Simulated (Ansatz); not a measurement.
## Predicting a hybrid from its neighbours: HNCO (isocyanic acid)

HNCO: 4 atoms, total charge 0, spin state singlet. As SMILES, `N=C=O`. The shape is that of a PBE0-D4/def2-TZVP optimisation.

The HOMO–LUMO gap y, in eV, basis def2-TZVPP; a is the functional's share of exact exchange. Programs: Ansatz 0.2.0.

```
functional  program     a  y (eV)
      BLYP   Ansatz     0    6.43
    revPBE   Ansatz     0    6.50
     B3LYP   Ansatz   0.2    8.46
   r2SCAN0   Ansatz  0.25    9.49
      PBE0   Ansatz  0.25       ?
     BHLYP   Ansatz   0.5   11.43
```

**Question.** Fit y = c + s·a to the known rows and predict PBE0.

**Answer.** 
1. Means of the 5 rows: a = 0.1900, y = 8.462.
2. Σ(Δa)² = 0.172, Σ(Δa·Δy) = 1.7406, so the slope is 1.7406/0.172 = 10.12.
3. Intercept: 8.462 − (10.12) × 0.1900 = 6.539. The largest residual of the fit is 0.42.
4. PBE0: 6.539 + (10.12) × 0.25 = 9.07 eV.

The run gave 9.04 eV, so the prediction is off by +0.03 eV, within the scatter of the fit. Exact exchange lowers occupied levels and raises empty ones.
